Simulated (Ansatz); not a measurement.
Cartesian coordinates (Å):
```xyz
9

C      1.3610     0.1397    -0.1565
S     -0.0126    -0.7366    -0.9281
C     -1.3615    -0.1662     0.1231
H      1.4955    -0.1629     0.8937
H      1.2255     1.2313    -0.2091
H      2.2689    -0.1269    -0.7158
H     -2.2819    -0.6382    -0.2483
H     -1.4824     0.9270     0.0691
H     -1.2125    -0.4672     1.1719
```
Charge 0, spin multiplicity 1.

Computed with frozen-core CCSD(T)/cc-pVTZ // PBE0-D3(BJ)/def2-SVP run with Ansatz (an electronic-structure program).

```
Item                            Value
----------------------  -------------
HF energy               -476.80105 Ha
MP2 correlation energy    -0.53899 Ha
```

Task: Estimate the CCSD correlation energy, the (T) correction, the total energy and the T1 diagnostic.

Result: 
| Item | Result |
|---|---|
| CCSD correlation energy | -0.58137 Ha |
| (T) correction | -0.02360 Ha |
| CCSD(T) total energy | -477.40603 Ha |
| T1 diagnostic | 0.009 |
